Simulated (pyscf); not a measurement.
Structures and frequencies: ωB97X-D3(BJ)/def2-SVP in PySCF. MP2 and CC: frozen core, UHF for open shells. ΔMP2 is the change of the MP2 total energy from the triple- to the quadruple-zeta basis.

### Question
List the bond dissociation enthalpies at 298 K of H₂C=CH–Br (SMILES C=CBr) from CCSD(T)/def2-TZVPP + ΔMP2(QZVPP), from the weakest bond up.

### Answer
Br–C to •HC=CH₂ + Br•: 3.64 eV; C–H to H₂C=C•–Br + H•: 4.72 eV; C–H to •HC=CH–Br + H•: 4.81 eV. Ring and multiple bonds, and those that leave no two simple radicals, are not listed. The radicals are drawn with the spin at the cut bond; how far it spreads was not checked. Other isomers of •HC=CH–Br, •HC=CH₂, H₂C=C•–Br were not searched in full and may lie lower. The CCSD(T) − MP2 part came from Ansatz, without density fitting, on the same reference. A UHF reference is spin-contaminated (<S²> up to 0.98), which harms MP2 most. The frozen core leaves the outer d or s,p core shells of the metals and heavy elements correlated in the MP2 and CC values, and def2-TZVPP describes them poorly, which can shift differences by a few kcal/mol. Left out: the spin-orbit lowering of Br, which is large for Br, Se, Te and I. Elements up to Kr have no core potential and no relativistic terms here.
